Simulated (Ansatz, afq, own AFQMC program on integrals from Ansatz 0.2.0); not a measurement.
**B$_{2}$, triplet in cc-pVDZ, levels against full CI**

```csv
atom,x (Å),y (Å),z (Å)
B,0.0000,0.0000,0.0000
B,0.0000,0.0000,1.2470
```

Basis cc-pVDZ. Noble-gas cores (and the filled d shells of Ga–Kr and In–Xe) are frozen. Ansatz 0.2.0 and our own AFQMC program on the same integrals; the CISD trial comes from CCSD amplitudes, and released means the phaseless constraint is let go. ± is one standard error of the sampling.

Determinant: ROHF, the one that the program's search chose, which needn't be the lowest solution. The geometry is a point of a scan.

Full CI is exact in this basis; its frozen core comes from its own orbitals, which moves totals by up to a few meV.

Cautions: a spin-contaminated unrestricted determinant lies lower (UHF 2.41 eV lower, ⟨S²⟩ 2.96); the search met a lower determinant of the same kind, perhaps of another symmetry (575 meV lower), and this one is a saddle point; strong correlation (T1 0.248, weight of the determinant 0.77, largest double 0.27); (T) is large, 7 % of the CCSD correlation; CCSD(T) is in doubt: among natural orbitals it converges to other amplitudes; the CCSDT(Q) amplitudes may be one of several solutions (largest double 0.48); the CCSDTQ amplitudes may be one of several solutions (largest double 0.49); the released energies are still falling, so no released level is given (meV from the phaseless value at times in 1/Eh: -14 ± 3 at 0.24, -27 ± 3 at 0.51, -51 ± 3 at 0.99, -65.7 ± 2.2 at 1.62, -118 ± 37 at 2.40); the ph-AFQMC/CISD walk drifts between its halves (2.8 errors); trial from another cluster root; full CI with its own frozen core; a state of higher spin lies lower (by 349 meV).

The T1 diagnostic is 0.2480. The weight of the determinant in the CISD state is 0.773. The size of the correlated space is 6 electrons in 26 orbitals.

| level | correlation energy (eV) |
| --- | --- |
| MP2 | -3.8423 |
| CCSD | -4.9949 |
| CCSD(T) | -5.3297 |

(1) Estimate where full CI lies against CCSD(T) in the same basis.

(1) 8.6 kJ/mol above CCSD(T).

Reference: full CI, correlation energy -5.240 eV. CCSDTQ lies 1.8 meV above full CI, in part by the other frozen core, which shifts every row alike, so rows that close can't be ranked against it. The cautions show a poor starting determinant, so the rows tell how each method copes with it here, and full CI is the sure value.

```csv
level,E − E(reference) (kJ/mol),share of correlation (%)
CCSD(T),-8.6,101.71
CCSDT,3.5,99.31
CCSDT(Q),0.3,99.94
CCSDTQ,0.2,99.97
ph-AFQMC/CISD,11.7 ± 0.4,97.68
```

CCSDT and higher add their correlation energy to the determinant of the CCSD(T) run, since their own runs factorise the integrals more tightly (a shift of under 2 meV). A walk keeps the symmetry of its determinant, which the program's search chose and which needn't be the lowest solution, so a lower state of the same spin and another symmetry isn't excluded.
